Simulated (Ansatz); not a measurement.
Ideal-gas functions of C$_{2}$N$_{2}$S (`N#CSC#N`) at 800 K and 1 bar, from an Ansatz frequency run at PBE0-D4/def2-TZVP.

Molar mass 84.1 g/mol, point group C2v (symmetry number 2), electronic degeneracy 1, moments of inertia 48.101, 177.974, 226.075 u Å². Harmonic wavenumbers (cm⁻¹, unscaled): 126, 338, 382, 396, 517, 712, 716, 2307, 2322.

Use S(trans) = R[1.5 ln M + 2.5 ln T − 1.1517]; rotational temperatures θ = 24.2544 K / I; S(rot) = R[ln(√π/σ · √(T³/θAθBθC)) + 1.5]; for each mode x = 1.438777 ν̃/T, S = R[x/(eˣ − 1) − ln(1 − e⁻ˣ)] and H = RT x/(eˣ − 1); 1 cm⁻¹ = 0.0119627 kJ/mol; R = 8.31446 J/(mol·K).

By hand: the entropy, in J/(mol·K).

Translation 184.6. Rotation: θ = 0.5042, 0.1363, 0.1073 K, giving 115.2. Vibration, mode by mode: 20.68, 12.58, 11.60, 11.31, 9.21, 6.80, 6.76, 0.69, 0.67, in all 80.3. Electronic 0.0. Sum 380.1 J/(mol·K).

By hand: H − E and G − E in kJ/mol, counted from the electronic energy.

Zero-point energy ½ × 7816 × 0.0119627 = 46.8; thermal vibration 31.4; translation, rotation and pV give 4 RT = 26.6. H − E = 104.8 kJ/mol, and G − E = 104.8 − 800 × 380.1/1000 = -199.3 kJ/mol.

Vibration gives 21 % of the entropy, 20.7 J/(mol·K) of it from the mode under 150 cm⁻¹: soft modes count most, and the harmonic formula is weakest for them.
